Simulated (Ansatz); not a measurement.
Born–Oppenheimer molecular dynamics of CH4LiS (7 atoms, charge 1, multiplicity 1). It starts from a relaxed structure.

Theory: RKS B3LYP-D4/def2-SVP (Ansatz 0.2.0).

* ensemble: NVE (velocity Verlet)
* time step: 1 fs
* steps asked: 150
* starting velocities drawn for: 1000 K
* masses: H 10 u
* seed: 907121

First frame:

```xyz
7
Properties=species:S:1:pos:R:3
Li 0.200 -0.183 -2.730
C -0.379 0.350 0.673
S 0.198 -0.969 -0.475
H 0.171 1.288 0.526
H -0.258 -0.017 1.700
H -1.448 0.495 0.466
H 1.516 -0.965 -0.160
```

How far do the bonds stretch over the last three quarters of this one trajectory? (Pairs bonded in most of those frames.)


| bond | mean (Å) | spread (Å) | shortest | longest |
| --- | --- | --- | --- | --- |
| Li1–S3 | 2.405 | 0.097 | 2.24 | 2.55 |
| C2–S3 | 1.845 | 0.031 | 1.79 | 1.93 |
| C2–H4 | 1.113 | 0.065 | 1.01 | 1.21 |
| C2–H5 | 1.099 | 0.012 | 1.07 | 1.13 |
| C2–H6 | 1.111 | 0.063 | 1.01 | 1.21 |
| S3–H7 | 1.355 | 0.008 | 1.34 | 1.37 |

Mean temperature of the second half: 468 K. The conserved energy stayed within 0.78 meV per atom of its start (net change 0.46 meV per atom), so the integration is sound. The temperature averaged 0.47 of the 1000 K drawn at the start: a run that starts near a minimum puts about half its kinetic energy into the potential. A run of 0.15 ps of so small a system gives no equilibrium averages. Limits of this set-up: the dipole of an ion depends on the origin.

Run time: 3.2 min on 1 thread of Arm Neoverse V1, with other jobs on the host, peak memory 0.1 GiB.
